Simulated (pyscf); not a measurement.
Single points on ωB97X-D3(BJ)/def2-SVP structures (PySCF, gas phase). MP2 and CC: frozen core, UHF for open shells. ΔMP2 is the change of the MP2 total energy from the triple- to the quadruple-zeta basis.

**Question.** For `[SiH4]` + `[O]` [triplet] -> `[SiH3]` [doublet] + `[OH]` [doublet], a hydrogen abstraction (triplet surface; H–Si broken, H–O formed), PBE/def2-TZVP gives ΔE‡ = -8.3 kcal/mol and ΔE = -17.2 kcal/mol (zero: the separated reactants). In which direction and how far do B3LYP-D3(BJ)/def2-TZVP, PBE0-D3(BJ)/def2-TZVP, CCSD(T)/def2-TZVPP + ΔMP2(QZVPP) move these?

**Answer.** B3LYP-D3(BJ): ΔE‡ = -0.9 kcal/mol, ΔE = -11.1 kcal/mol; PBE0-D3(BJ): ΔE‡ = -0.5 kcal/mol, ΔE = -12.2 kcal/mol; CCSD(T): ΔE‡ = 7.0 kcal/mol, ΔE = -9.4 kcal/mol. PBE's barrier lies under all of them, by 7.4 to 15.4 kcal/mol. Its reaction energy lies under all of them, by 4.9 to 7.7 kcal/mol. At PBE, B3LYP-D3(BJ), PBE0-D3(BJ) this geometry lies under the reactants; that is no barrier but a single point on another level's saddle; such a level's own saddle, if it has one, lies nearer that side and is low. SiH₃• + OH• also meet on a surface of lower spin, which isn't treated here. One saddle was located; it need not be the lowest between these sides. The angle at the transferred H is 136°. The CCSD(T) − MP2 part came from Ansatz, without density fitting, on the same reference. Left out: the spin-orbit lowering of OH, O.
